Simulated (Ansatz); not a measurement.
# CHOSi: the cost of one run

Method: def2-QZVPP, core rule «outside noble gas», up to 7 orbitals frozen; program: Ansatz 0.2.0, Gaussian basis.

The runs, in order: UHF; ROHF; CCSD(T) on UHF.

### Step 1. What is computed

The geometry is a PBE0/def2-TZVP stationary point (not a proven minimum) of the parent state, kept for this charge and spin.

4 atoms, charge 1, spin multiplicity 5.

Atoms are counted from 1 here; the program's logs count them from 0.

Bond lengths: C1–O2 1.268 Å, O2–Si3 1.699 Å, Si3–H4 1.496 Å. Angles: C1–O2–Si3 139.4°, O2–Si3–H4 117.6°.

### Step 2. UHF

Input file in.yaml:

```yaml
crystal:
  periodic: [false, false, false]
  atoms:
    - {symbol: C, position_ang: [0.000000, 0.333035, 1.722367]}
    - {symbol: O, position_ang: [0.000000, -0.312160, 0.630489]}
    - {symbol: Si, position_ang: [0.000000, -0.015246, -1.042169]}
    - {symbol: H, position_ang: [0.000000, 1.411369, -1.492570]}
basis:
  gaussian: {orbitals: "def2-QZVPP.json"}
total_charge: 1
magnetization: {spin_polarized: true, initial_magnetization: 4}
hamiltonian: {xc: hf}
output: {orbitals: {seedname: orbitals}}
```

Launch:

```
$ ansatz run in.yaml --threads 1 --pin off --events-out ev --progress --plain --max-ram 2393MiB
```

Q: Estimate wall time and peak memory on 1 thread of Arm Neoverse V2, shared host.

About 21 s, with a peak of 0.5 GiB.
